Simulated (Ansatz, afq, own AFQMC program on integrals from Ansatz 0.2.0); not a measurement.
## Where AFQMC and coupled cluster stand for CHB, triplet

```yaml
atoms:
  - { symbol: B, position_ang: [0.0000, 0.0000, 1.0809] }
  - { symbol: C, position_ang: [0.0000, 0.0000, -0.0051] }
  - { symbol: H, position_ang: [0.0000, 0.0000, -1.0759] }
```

Connectivity, by distances: B–CH.

Basis 6-31G. Noble-gas cores (and the filled d shells of Ga–Kr and In–Xe) are frozen. Ansatz 0.2.0 and our own AFQMC program on the same integrals; the CISD trial comes from CCSD amplitudes, and released means the phaseless constraint is let go. ± is one standard error of the sampling.

Determinant: UHF, the one that the program's search chose, which needn't be the lowest solution. The geometry is a point of a scan.

Full CI on the same integrals is exact in this basis and with this determinant's frozen core.

Cautions: lower spins were not checked.

```
T1 diagnostic                               : 0.0139
weight of the determinant in the CISD state : 0.937
⟨S²⟩ of the determinant                     : 2.015
size of the correlated space                : 8 electrons in 18 orbitals
```

```tsv
level	correlation energy (eV)
MP2	-2.4556
CCSD	-2.9608
CCSD(T)	-3.0230
```

**Question.** Estimate where full CI lies against CCSD(T) on the same integrals.

**Answer.** 18.6 meV below CCSD(T).

Reference: full CI, correlation energy -3.042 eV. The released energy is read at 2.40 1/Eh (meV from the phaseless value at times in 1/Eh: -3.1 ± 1.1 at 0.24, -3.7 ± 1.0 at 0.51, -3.7 ± 1.0 at 0.99, -5.3 ± 1.9 at 1.62, -3.7 ± 0.8 at 2.40).

```
         level  E − E(reference) (meV)  share of correlation (%)
       CCSD(T)                    18.6                     99.39
         CCSDT                     5.0                     99.83
      CCSDT(Q)                     0.4                     99.99
        CCSDTQ                     0.3                     99.99
 ph-AFQMC/CISD               5.2 ± 1.6                     99.83
released AFQMC               1.5 ± 0.8                     99.95
```

CCSDT and higher add their correlation energy to the determinant of the CCSD(T) run, since their own runs factorise the integrals more tightly (a shift of under 2 meV). A walk keeps the symmetry of its determinant, which the program's search chose and which needn't be the lowest solution, so a lower state of the same spin and another symmetry isn't excluded. Released energies are given only where the last usable release times agree within the noise; a slower fall can still hide under it.
